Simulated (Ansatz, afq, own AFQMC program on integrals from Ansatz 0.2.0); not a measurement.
# GeH, quartet: AFQMC among the cluster methods

| atom | x (Å) | y (Å) | z (Å) |
| --- | --- | --- | --- |
| Ge | 0.0000 | 0.0000 | 0.0000 |
| H | 0.0000 | 0.0000 | 2.1190 |

Basis cc-pVTZ. Only valence electrons are correlated. Integrals, coupled cluster, full CI and functionals: Ansatz 0.2.0; the random walks run on the same integrals in our own AFQMC program. ph-AFQMC/CISD is guided by a CISD state made of CCSD amplitudes; releasing the constraint for a short imaginary time cuts its bias at the price of noise, slowly where states lie close. Uncertainties: one standard error, sampling alone. No spin–orbit coupling.

Determinant: UHF, the one that the program's search chose, which needn't be the lowest solution. The geometry is a point of a scan.

Full CI on the same integrals is exact in this basis and with this determinant's frozen core.

Cautions: no relativity below Rb; no spin-orbit coupling; inner d shell frozen; lower spins were not checked.

```
T1 diagnostic                               : 0.0265
weight of the determinant in the CISD state : 0.926
⟨S²⟩ of the determinant                     : 3.783
size of the correlated space                : 5 electrons in 43 orbitals
```

```csv
level,correlation energy (eV)
MP2,-1.5227
CCSD,-2.0139
CCSD(T),-2.0834
```

(1) Estimate where phaseless AFQMC with a CISD trial lies against CCSD(T) on the same integrals.

(1) 1.7 ± 0.1 kJ/mol below CCSD(T).

Reference: full CI, correlation energy -2.106 eV. The released energy is read at 2.40 1/Eh (meV from the phaseless value at times in 1/Eh: -1.6 ± 1.0 at 0.24, -2.5 ± 0.9 at 0.51, -3.3 ± 0.7 at 0.99, -4.7 ± 1.1 at 1.62, -5.7 ± 0.8 at 2.40).

| level | E − E(reference) (kJ/mol) | share of correlation (%) |
| --- | --- | --- |
| CCSD(T) | 2.1 | 98.94 |
| CCSDT | 0.3 | 99.87 |
| CCSDT(Q) | 0.1 | 99.98 |
| CCSDTQ | 0.0 | 100.00 |
| ph-AFQMC/HF | 2.4 ± 1.6 | 98.82 |
| ph-AFQMC/CISD | 0.5 ± 0.1 | 99.76 |
| released AFQMC | -0.1 ± 0.07 | 100.04 |

CCSDT and higher add their correlation energy to the determinant of the CCSD(T) run, since their own runs factorise the integrals more tightly (a shift of under 2 meV). A walk keeps the symmetry of its determinant, which the program's search chose and which needn't be the lowest solution, so a lower state of the same spin and another symmetry isn't excluded. Released energies are given only where the last usable release times agree within the noise; a slower fall can still hide under it.
